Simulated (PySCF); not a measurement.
Compound: C3H8N (charge +1).
Z-matrix (Å and degrees, PBE0-D3(BJ)/def2-SVP geometry), rows numbered from 1:
```
C 
N   1  1.2763
C   2  1.4632  1  122.21
C   2  1.4628  1  122.19  3  -179.97
H   1  1.0946  2  119.88  3   179.99
H   1  1.0945  2  119.83  3    -0.02
H   3  1.0992  2  108.71  1   121.11
H   3  1.0956  2  110.25  1     0.33
H   3  1.0993  2  108.70  1  -120.45
H   4  1.0956  2  110.25  1    -0.13
H   4  1.0993  2  108.71  1   120.65
H   4  1.0993  2  108.71  1  -120.92
```

A calculation gives these core lines: C 1s: 297.66 (area 2), 298.60 (area 1) eV; N 1s: 413.87 eV.

The calculation used delta-SCF UKS SCAN, pcX-2 on the ionised atom, pcseg-1 elsewhere, spin-free X2C in PySCF. Isolated species at its PBE0-D3(BJ)/def2-SVP geometry, gas phase.

Task: Order the carbon atoms by C 1s binding energy.

Result: 297.66 eV: C3/C4 (N-methyl carbon); 298.60 eV: C1 (C=N carbon). The listed C 1s values span 0.94 eV, from C3/C4 (bonded to N and 3 H) to C1 (bonded to N (double bond) and 2 H). Summing the Pauling electronegativity differences to the bonded atoms, each weighted by its formal bond order, gives -0.56 for the lowest site and +0.28 for the highest.

Bonded neighbours of each site: C1: N (double bond) and 2 H; N2: C (double bond) and 2 C; C3/C4: N and 3 H.

Task: What is the longest wavelength that can ionise C 1s of C3/C4 vertically?

Result: λ = hc/E = 12398.42 eV Å / 297.66 eV = 41.653 Å.

Atoms equivalent by their bonding share one computed value, that of the first of them. The unrestricted hole states depart most from a pure doublet (⟨S²⟩ = 0.75; over 0.85 named) for C 1s of C1 (0.86), which makes this value less certain. The species carries charge +1, so core ionisation leaves charge +2.
